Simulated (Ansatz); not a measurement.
# How methods differ on C4H11P (tert-butylphosphine)

The species is C4H11P (16 atoms), meant as a singlet with charge 0. As SMILES, `CC(C)(C)P`. The shape is that of a PBE0-D4/def2-TZVP optimisation. This is one conformer, not always the lowest.

Each level gives the electronic atomisation energy (eV). The values are calculated. Electronic energies at fixed atoms, without zero-point motion or spin-orbit coupling.

| level | kind | program | value (eV) |
| --- | --- | --- | --- |
| HF/6-31G* (spherical functions) | Hartree–Fock | Ansatz | 46.02 |
| PBE/6-31G* (spherical functions) | GGA | Ansatz | 62.43 |
| r2SCAN/6-31G* (spherical functions) | meta-GGA | Ansatz | 61.54 |
| BHLYP/6-31G* (spherical functions) | global hybrid | Ansatz | 60.15 |
| HSE06/6-31G* (spherical functions) | range-separated hybrid | Ansatz | 61.80 |
| PBE-QIDH/6-31G* (spherical functions) | double hybrid | Ansatz | 59.87 |
| RPA@PBE/6-31G* (spherical functions) | RPA | Ansatz | 55.30 |
| RPA@PBE0/6-31G* (spherical functions) | RPA | Ansatz | 55.67 |
| CCSD/6-31G* (spherical functions) | coupled cluster or CI | Ansatz | 55.58 |

The values span 46.02 to 62.43 eV.
